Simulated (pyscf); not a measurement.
Optimised with ωB97X-D3(BJ)/def2-SVP in PySCF.

Problem. Estimate by transition-state theory the rate constant of H₂Se + Cl–TiH(Cl)–Cl -> Cl–Ti(Cl)(Cl)–SeH + hydrogen (H₂) (singlet surface; H–Se, H–Ti broken, Se–Ti, H–H formed) at 600 K, with ωB97M-D3(BJ)/def2-TZVP energies (ideal gas, 1 atm, RRHO with modes under 100 cm⁻¹ raised to 100, one conformer, R ln 2 for chiral ones without a mode under 150 cm⁻¹; no tunnelling).

Solution. The electronic barrier is 6.3 kcal/mol and the thermal terms add +22.2, so ΔG‡ = 28.5 kcal/mol. With k_BT/h = 1.25e+13 s⁻¹ and RT = 1.192 kcal/mol, and a volume of 8.18e-20 cm³ per molecule at 1 atm, k = 4.3e-17 cm³ molecule⁻¹ s⁻¹. Wigner's tunnelling factor for 693i cm⁻¹ would be 1.11. A shift of 1 kcal/mol in the barrier changes k by a factor 2.3. On the reactant side the descent ends in an adduct with a Se–Ti contact, 13.7 kcal/mol under the separated species and 12.3 kcal/mol under the saddle at ωB97X-D3(BJ)/def2-TZVP. What is counted as formed (Se–Ti) is already present as a longer contact in the reactant adduct; forming that adduct is a step of its own. At ωB97X-D3(BJ) the barrier from the zero used here is -1.4 kcal/mol. One saddle was located; it need not be the lowest between these sides. Elements up to Kr have no core potential and no relativistic terms here.
